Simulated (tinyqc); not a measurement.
Inside a calculation. Method: coupled-perturbed Hartree-Fock on RHF in the sto-3g basis, for BH3, spin multiplicity 1. One step of it, computed by the program tinyqc.

Question. Response to a field: uncoupled start. Field along z; U_ai = -mu_ai / (e_a - e_i), alpha = -4 sum U_ai mu_ai.

orbital energies (hartree): MO1 -7.418357, MO2 -0.655881, MO3 -0.453795, MO4 -0.453782, MO5 0.240696, MO6 0.654502, MO7 0.725310, MO8 0.725361

dipole integrals <a|z|i> (bohr):
```
,i1,i2,i3,i4
a5,0.121511,0.815247,-0.000289,0.000000
a6,-0.004389,-0.003225,-0.000102,0.000000
a7,0.000000,0.000000,0.000000,0.029677
a8,-0.000015,0.000006,0.029678,0.000000
```

Give: uncoupled U; uncoupled polarisability.

Answer.

uncoupled U:
```
,i1,i2,i3,i4
a5,-0.0159,-0.9093,0.0004,0.0000
a6,0.0005,0.0025,0.0001,0.0000
a7,0.0000,0.0000,0.0000,-0.0252
a8,0.0000,0.0000,-0.0252,0.0000
```

uncoupled polarisability = 2.9789 bohr^3
